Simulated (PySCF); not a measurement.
Species: disilanol, H6OSi2.
Geometry (PBE0-D3(BJ)/def2-SVP, Å), atoms numbered from 1 in this order:
```
atom  x, y, z in Å
O1    -1.839    0.700   -0.606
Si2   -0.917   -0.459    0.169
Si3    1.381    0.002   -0.019
H4    -1.724    1.608   -0.311
H5    -1.243   -1.753   -0.495
H6    -1.264   -0.569    1.624
H7     1.684    1.349    0.563
H8     1.812    0.007   -1.451
H9     2.182   -1.022    0.724
```

The closed-shell ground state was solved at several levels (PySCF, density fitting, gas phase, non-relativistic).

```
        level  basis functions  HOMO (eV)  LUMO (eV)  gap (eV)  dipole (D)
PBE0/pcSseg-1               95      -7.93      -0.34      7.59        1.23
 PBE/pcSseg-2              206      -6.69      -1.43      5.26        1.15
```

**Question.** Estimate the row for CAM-B3LYP/def2-SVPD, a basis of 119 functions; the other rows only guide the guess.

**Answer.** HOMO -9.22 eV, LUMO 0.38 eV, gap 9.60 eV, dipole 1.20 D.

**Question.** Over all these levels, which gives the widest orbital gap and which the narrowest?

**Answer.** CAM-B3LYP/def2-SVPD (range-separated hybrid) has the widest, 9.60 eV, and PBE/pcSseg-2 (GGA) the narrowest, 5.26 eV. Functional and basis both differ between the two, so the spread mixes both effects.

**Question.** How far do the dipole and the HOMO energy spread over the levels?

**Answer.** The dipole runs from 1.15 to 1.23 D (mean 1.20 D) and the HOMO from -9.22 to -6.69 eV.

One conformer stands for the species.
